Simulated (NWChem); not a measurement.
Ionisation of O (-1)

SMILES: [O-]
```xyz
1

O      0.0000     0.0000     0.0000
```
Charge -1, spin multiplicity 2.

Everything below was run with NWChem.

Basis set: def2-TZVPD. −ε marks an orbital energy of the parent.

B3LYP has NWChem's definition, with VWN1-RPA local correlation. The stability of the SCF solutions was not checked.

**Question.** One of these methods gave a first vertical ionisation energy of -2.46 eV. Which?
A) −ε(beta HOMO) of B3LYP
B) G0W0@PBE0
C) G0W0@PBE
D) −ε(beta HOMO) of PBE

**Answer.** D, −ε(beta HOMO) of PBE. The others give -1.31 (−ε(beta HOMO) of B3LYP), -0.15 (G0W0@PBE), 0.48 (G0W0@PBE0).
